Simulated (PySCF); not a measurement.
Frontier levels across methods

C4H7F.
Atom-mapped SMILES: `[CH2:1]=[CH:2][C@H:3]([CH3:4])[F:5]` (hydrogens: H6, H7 on C1; H8 on C2; H9 on C3; H10, H11, H12 on C4)

Geometry (PBE0-D3(BJ)/def2-SVP, Å), atoms numbered from 1 in this order:
```xyz
12
C4H7F angstrom
C      1.9313   -0.0044    0.4740
C      0.8729   -0.3889   -0.2364
C     -0.5311   -0.3992    0.2842
C     -1.4626    0.4880   -0.5166
F     -0.5520    0.0135    1.5994
H      1.8154    0.3253    1.5095
H      2.9364   -0.0110    0.0459
H      0.9880   -0.7233   -1.2742
H     -0.9095   -1.4402    0.2659
H     -2.4794    0.4454   -0.1004
H     -1.5018    0.1660   -1.5677
H     -1.1077    1.5287   -0.4835
```

Basis pcSseg-2 throughout (PySCF), one geometry. Geometry: PBE0-D3(BJ)/def2-SVP, one conformer, isolated molecule.

**Question.** How do the orbital energies, the gap and the dipole change with the method?

**Answer.** 
```csv
method,kind,HOMO (eV),LUMO (eV),gap (eV),μ (D),SCF cycles
BLYP,GGA,-6.36,-0.87,5.49,1.71,15
B97-D,GGA,-6.43,-0.87,5.56,1.70,15
OPBE,GGA,-6.45,-0.85,5.60,1.65,15
KT3,GGA,-6.50,-0.94,5.56,1.67,16
KT2,GGA,-6.50,-0.95,5.55,1.69,16
PBE,GGA,-6.51,-0.98,5.52,1.70,15
BP86,GGA,-6.59,-1.05,5.54,1.70,15
LDA,LDA,-6.68,-1.20,5.48,1.77,15
B3LYP,global hybrid,-7.43,-0.24,7.19,1.79,14
PBE0,global hybrid,-7.64,0.02,7.66,1.78,14
mPW1PW91,global hybrid,-7.66,0.01,7.67,1.79,14
HF,Hartree–Fock,-10.09,2.64,12.73,1.94,10
```

The HOMO spans 3.73 eV, from BLYP down to HF, and the gap runs from 5.48 eV (LDA) to 12.73 eV (HF). Over the methods BLYP (0 %), B97-D (0 %), OPBE (0 %), KT3 (0 %), KT2 (0 %), PBE (0 %), BP86 (0 %), LDA (0 %), B3LYP (20 %), PBE0 (25 %), mPW1PW91 (25 %), HF (100 %), a straight line through the gap against the share of exact exchange rises by 0.73 eV for each 10 % (correlation coefficient 0.998). The dipole ranges from 1.65 D (OPBE) to 1.94 D (HF). This basis has no diffuse functions.

The vertical ΔSCF ionisation energy at CAM-B3LYP/def2-SVPD is 10.02 eV; −ε(HOMO) comes closest to it with HF (10.09 eV).
